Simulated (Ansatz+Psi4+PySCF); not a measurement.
The numbers below are computed, except where a source is named.
A run of PySCF 2.14.0 on doublet N2H at this shape:

```yaml
atoms:
  - { symbol: N, position_ang: [0.0809, -0.6341, 0.0028] }
  - { symbol: N, position_ang: [0.0768, 0.4740, 0.0022] }
  - { symbol: H, position_ang: [-1.1749, 1.1457, 0.0006] }
```

Its results:

| Quantity | Value |
| --- | --- |
| Converged | yes |
| Reference energy | -109.44759 hartree |
| Correlation energy | -0.36666 hartree |
| Total energy | -109.81425 hartree |
| Spin squared of the determinant | 0.872 |

Messages of the program:
```
WARN: HOMO -0.0882147425154063 >= LUMO -0.0882147425154063
WARN: HOMO -0.0882147425154063 >= LUMO -0.0882147425154063
```

**Question.** Which input gives this output? Name the method, the orbitals and the basis set, and write the input.

**Answer.** UHF-MP2 in cc-pVTZ.

```python
from pyscf import gto, scf, mp

mol = gto.M(atom="""
N 0.080940 -0.634050 0.002810
N 0.076760 0.474010 0.002190
H -1.174900 1.145730 0.000650
""", basis='cc-pvtz', charge=0, spin=1)
mf = scf.UHF(mol)
mf.kernel()
pt = mp.MP2(mf, frozen=2).run()
print(mf.e_tot, pt.e_corr, pt.e_tot)
```

Caution: the unrestricted determinant is spin contaminated.
